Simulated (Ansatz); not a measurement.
Bond stretch in NH, triplet.

Level of theory: full CI/aug-cc-pVDZ, frozen core in Ansatz (a program for electronic structure).

Q: Relative to R = 1.04 Å, what are the energies at R = 0.88, 1.28, 1.89, 2.27 Å?

A: 18.2 kcal/mol at 0.88 Å, 13.1 kcal/mol at 1.28 Å, 60.3 kcal/mol at 1.89 Å, 70.6 kcal/mol at 2.27 Å.
